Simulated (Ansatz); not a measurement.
Input file:

```yaml
crystal:
  periodic: [false, false, false]
  atoms:
    - {symbol: Si, position_ang: [0.000000, 0.000000, 0.000000]}
    - {symbol: C, position_ang: [0.000000, 0.000000, 1.665900]}
basis:
  gaussian: {orbitals: aug-cc-pVDZ}
correlation: {active_space: {window: {electrons: 2, orbitals: 2}, places: [1, 2]}}
```

```sh
$ ansatz run in.yaml --threads 1 --pin off --events-out ev --progress --plain --max-ram 2393MiB
```

(1) What does the program do with this input?

Answers

(1) Refused. The input was made wrong on purpose (two definitions of the active space), so the run isn't a sound calculation of what was asked.
```
Error: invalid value for `correlation.active_space`: name one of window, places and ras
```
